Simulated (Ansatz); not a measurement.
**SiH₄, singlet: the ladder up to RCCSDTQ**

Geometry: MP2(full)/6-31G*, from the G2/97 set.

```xyz
5

Si    0.0000    0.0000    0.0000
H     0.8561    0.8561    0.8561
H    -0.8561   -0.8561    0.8561
H    -0.8561    0.8561   -0.8561
H     0.8561   -0.8561   -0.8561
```

Basis cc-pV(D+d)Z; Ansatz 0.2.0. Only valence electrons are correlated (noble-gas cores frozen), which leaves 8 electrons in 38 orbitals. R marks a restricted (for open shells ROHF) determinant. Active spaces: valence = (8e, 8o) chosen from the atoms' valence shells.

Full CI isn't at hand for all of this; RCCSDTQ serves as the reference, and is uncertain by about the last step of the cluster series.

* UHF ⟨S²⟩: 0.000
* T1 diagnostic (RCCSD): 0.0102
* largest doubles amplitude (RCCSD): 0.032

```
                   level  E − E(RCCSDTQ) (kJ/mol)  share of correlation (%)   wall time
                     RHF                    395.1                      0.00           –
                    RMP2                     90.0                     77.22           –
                    CISD                     26.7                     93.23      0.74 s
                   RCCSD                      8.2                     97.92           –
                RCCSD(T)                      1.8                     99.56      0.76 s
                 BCCD(T)                      1.7                     99.56      0.53 s
                  RCCSDT                      0.2                     99.95           –
                  CISDTQ                      0.8                     99.80  7 s (H100)
               RCCSDT(Q)                      0.0                     99.99       3.5 s
  CASSCF (valence space)                    250.7                     36.53           –
  NEVPT2 (valence space)                     84.4                     78.64       2.5 s
  MRCISD (valence space)                     12.3                     96.90           –
MRCISD+Q (valence space)                      1.1                     99.72       4.9 s
```

The correlation energy at RCCSDTQ, counted from RHF, is -4.095 eV. That run took 7 s on 2 threads of AMD EPYC 7R13 with a shared H100 80 GB, shared host.

Times hold each run's SCF and search for its determinant on a shared host, so for small cases they say little of a method's own cost; rows without a card ran on 1 thread of AMD EPYC 7R13.

Natural occupations of CASSCF (valence space) about the gap: 1.987 1.978 1.978 1.978 0.028 0.017 0.017 0.017; effectively unpaired electrons, Σ n²(2−n)², 0.01.

Atomization energy (electronic, same basis, no zero-point term; atoms at the same level, unrestricted beside the R rows where the molecule is a closed shell, with restricted open-shell steps beyond CCSDT(Q)) at RCCSDTQ: 1277.2 kJ/mol. Errors of other levels:

```csv
level,error (kJ/mol)
RHF,-220.0
RMP2,-34.3
CISD,-21.2
RCCSD,-4.1
RCCSD(T),-0.5
BCCD(T),-0.4
RCCSDT,-0.1
CISDTQ,-0.8
RCCSDT(Q),0.0
CASSCF (valence space),-100.5
NEVPT2 (valence space),-44.4
MRCISD (valence space),-8.9
MRCISD+Q (valence space),-5.6
```

This basis is far from its limit, so the value isn't to be set against a measured one. Truncated CI isn't size-consistent, which counts against it in atomization.
